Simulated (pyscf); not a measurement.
This saddle point was located with ωB97X-D3(BJ)/def2-SVP in PySCF.

```
Si
F 1 1.6072
F 1 1.6075 2 121.57
F 1 1.6198 2 99.59 3 107.62
H 1 1.5866 2 107.83 4 127.17
H 5 1.0321 1 77.45 2 -113.41
H 5 1.1325 6 150.01 1 -0.05
```

Surface: singlet, charge 0. Lowest wavenumbers (cm⁻¹): 1619i, 196, 213, 427, 429.

What reaction is this the transition state of?

F–SiH(F)–F (SMILES F[SiH](F)F) + H₂ (SMILES [H][H]) ⇌ F–SiH(F)–F (SMILES F[SiH](F)F) + H₂ (SMILES [H][H]), a four-centre exchange read from left to right: H–Si, H–H broken and H–Si, H–H formed. At ωB97M-D3(BJ)/def2-TZVP it lies +67.1 kcal/mol from the left side and +67.1 kcal/mol from the right (each side as separated species at their lowest minima found). At the saddle there is also a short H–Si contact that neither side keeps. One saddle was located; it need not be the lowest between these sides.
